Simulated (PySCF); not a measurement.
Gas-phase reaction: 2 H2BNH2 ⇌ 2 BH3 + N2 + 2 H

Energies from PySCF, thermal terms from the rigid-rotor harmonic-oscillator model, ideal gas at 1 bar. † marks an energy on the PBE0/def2-TZVP geometry and frequencies; other levels use their own. MP2 freezes the core. 6-31G* has spherical d functions here. Open shells (unrestricted): H (multiplicity 2); the rest are closed-shell singlets. B3LYP is the form with VWN-RPA correlation. H2BNH2: computed as isolated molecules; such fragments, hydroxides, amides, oligomers or adducts are transient or little studied in the gas. MP2 isn't extrapolated to the basis-set limit; its ΔH°(298 K) is 745.5 kJ in def2-SVP and 773.9 kJ in def2-TZVPP. The harmonic model lacks anharmonicity and excited electronic states, which grow with temperature; levels with a mode under 35 cm⁻¹ are left out.

```
level               ΔE electronic, kJ  ΔH°(298 K), kJ  ΔS°(298 K), J/K  ΔG°(2500 K), kJ
------------------  -----------------  --------------  ---------------  ---------------
B3LYP/6-31G*                      865             786              341             -122
B3LYP/def2-TZVP†                  887             806              341             -104
HF/6-31G*                         677             592              341             -324
MP2/def2-SVP†                     827             745              341             -165
MP2/def2-TZVPP†                   855             774              341             -137
PBE/def2-SVP                      919             841              341              -65
PBE/def2-TZVP†                    902             821              341              -90
PBE0/def2-QZVP†                   918             837              341              -74
PBE0/def2-SVP†                    929             848              341              -63
ωB97M-V/def2-TZVP†                892             811              341             -100
ωB97X-V/def2-TZVP†                880             799              341             -111
```
ΔH° is lowest at HF/6-31G* and highest at PBE0/def2-SVP†. No reference value is set beside these.
